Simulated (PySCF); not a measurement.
Species: C3H3 (doublet state).
Bonds: C1–C2 (double), C2–C3, C1–C3. Hydrogens: H4 on C2; H5, H6 on C3.

As a line formula: `[C]1=CC1` [radical].

Computed with UKS B3LYP, pcH-1 on C H, non-relativistic, mean-field spin-orbit, GIAO (PySCF). Isolated species at its GFN2-xTB geometry, gas phase. Couplings are sensitive to structure, and on GFN2-xTB geometries they can be far from those on DFT ones.

Principal values of hyperfine tensors in MHz (contact and dipolar terms together), for some of the nuclei:

```csv
atom,isotope,A1,A2,A3,alike by the symmetry of this geometry
C1,13C,429.96,448.08,584.21,none
H6,1H,-32.24,-21.82,-0.65,H5
H4,1H,-2.80,6.49,17.43,none
C2,13C,-24.75,-2.98,36.15,none
```

Q: Give the isotropic coupling of each nucleus in MHz and in mT (g = 2.0027), and the anisotropic part.

A: a_iso = (A1 + A2 + A3)/3, Ti = Ai − a_iso; 1 mT corresponds to 28.030 MHz.

```csv
atom,a_iso (MHz),a_iso (mT),T1,T2,T3
C1,487.42,17.389,-57.45,-39.34,96.79
H6,-18.24,-0.651,-14.00,-3.58,17.59
H4,7.04,0.251,-9.84,-0.55,10.39
C2,2.81,0.100,-27.56,-5.79,33.34
```

Q: What spin density at the nucleus of C1 lies behind its contact coupling (g_N = 1.40482)?

A: a_FC = 800.24 MHz bohr³ × g_N × ρ(0)/(2S). With a_FC = 487.42 MHz and 2S = 1, ρ(0) = 0.4336 bohr⁻³.

Q: C3 (13C, g_N = 1.40482) isn't in the table. Its spin density at the nucleus is 0.02807 bohr⁻³. What is its contact coupling?

A: By the same relation, a_FC = 31.6 MHz. Its full tensor has the principal values 1.42, 3.52, 89.72 MHz.

Q: Which nucleus of the table has the largest anisotropic coupling, and what is its form?

A: C1: -57.5, -39.3, 96.8 MHz, rhombic: the two smaller values differ by 19 % of the largest.

Q: In a single crystal, with the field along each principal axis of the tensor of H4 in turn, what first-order splitting does this nucleus give (isotropic g, quadrupole terms neglected)?

A: 2 lines (I = 1/2), spaced by |A_i|/(g × 13.996): 0.10, 0.23, 0.62 mT along the axes of A1, A2 and A3.
